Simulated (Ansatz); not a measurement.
A nudged elastic band was laid between two geometries of BFH$_{2}$ (4 atoms, charge 0, multiplicity 1).

All numbers below come from RKS B3LYP-D4/def2-mTZVP in Ansatz.

```
movable images  : 7
climbing image  : yes
spring          : 5.0 eV/Å²
optimiser       : quadratic models (default)
start path      : through a guess of the saddle point
force threshold : 0.05 eV/Å
iteration limit : 60
end points      : relaxed
```

First end point:

```xyz
4
Properties=species:S:1:pos:R:3
B 0.307 0.000 0.125
F 0.365 0.000 1.448
H 1.334 0.000 -0.476
H -0.770 0.000 -0.383
```

Last end point:

```xyz
4
Properties=species:S:1:pos:R:3
B -0.375 0.000 -0.441
F 1.804 0.000 1.520
H 1.096 0.000 0.873
H -1.288 0.000 -1.238
```

Problem. Which bonds break or form, and what moves?

Solution. Bonds broken: B1–F2, B1–H3. Bonds formed: F2–H3. BFH2 becomes BH + FH.

Problem. What energy profile does the band end with?

Solution. The run converged. The highest image is number 4 of 0 to 8, 5.26 eV above the first end and 0.22 eV above the last; the last end lies 5.05 eV above the first. Neighbouring images differ by up to 2.1 eV, so the band resolves the path poorly. A vibrational analysis at the climbing image gives one clearly imaginary mode, 563i cm⁻¹: a first-order saddle point. The orbitals stay closed-shell, which can raise the energy where a bond breaks towards radicals; this wasn't checked here.

```tsv
image	path coordinate (Å)	energy (eV)	B1–F2 (Å)	B1–H3 (Å)	F2–H3 (Å)
0	0.00	0.00	1.32	1.19	2.15
1	0.33	0.58	1.36	1.17	1.84
2	0.66	2.56	1.54	1.17	1.55
3	0.98	4.63	1.82	1.27	1.32
4	1.31	5.26	2.06	1.51	1.05
5	1.71	5.20	2.43	1.77	0.98
6	2.10	5.14	2.66	1.85	0.97
7	2.49	5.08	2.83	1.91	0.96
8	2.89	5.05	2.93	1.97	0.96
```

Problem. What is the geometry of the highest image?

Solution. 
```xyz
4
Properties=species:S:1:pos:R:3
B 0.090 0.000 -0.565
F 0.931 0.000 1.318
H 1.307 0.000 0.337
H -1.093 0.000 -0.376
```

Time of the run: 50 s on 1 thread of Arm Neoverse V2 (shared host), peak memory 0.086 GiB.
